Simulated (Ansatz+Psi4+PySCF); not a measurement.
# doublet B₂N: levels of theory in one basis

```yaml
atoms:
  - { symbol: B, position_ang: [0.0000, 0.0000, -1.3280] }
  - { symbol: N, position_ang: [0.0000, 0.0000, 0.0000] }
  - { symbol: B, position_ang: [0.0000, 0.0000, 1.3120] }
```

Basis set: cc-pVTZ (spherical functions). Correlated methods keep 3 orbitals frozen. Correlation on ROHF uses semicanonical orbitals with singles. Charge 0, multiplicity 2.

Computed with Ansatz (development build ahead of 0.2.0); each method stands on the lowest determinant of its kind that the runs found.

| method | E − E(ROHF) (eV) | <S²> of the determinant |
| --- | --- | --- |
| ROHF | 0.00 | 0.75 |
| UHF | -0.08 | 0.82 |
| ROHF-MP2 | -8.77 | – |
| UHF-MP2 | -8.75 | 0.82 |
| ROHF-CCSD | -9.28 | – |
| UHF-CCSD | -9.28 | 0.82 |
| ROHF-CCSD(T) | -9.87 | – |
| UHF-CCSD(T) | -9.86 | 0.82 |

(1) Is a single determinant a sound starting point here?

Results:

(1) It is doubtful. Unrestricted orbitals gain 0.08 eV with <S²> 0.82 against 0.75 for a pure state, but the cluster amplitudes or the share of triples are large.

Caution for ROHF, ROHF-MP2, ROHF-CCSD, ROHF-CCSD(T): the determinant may break the point group. Caution for ROHF-MP2, UHF-MP2, ROHF-CCSD, UHF-CCSD, ROHF-CCSD(T), UHF-CCSD(T): large amplitudes, a single reference is doubtful. Caution for ROHF-MP2, UHF-MP2, ROHF-CCSD(T), UHF-CCSD(T): another reference gives a lower total.
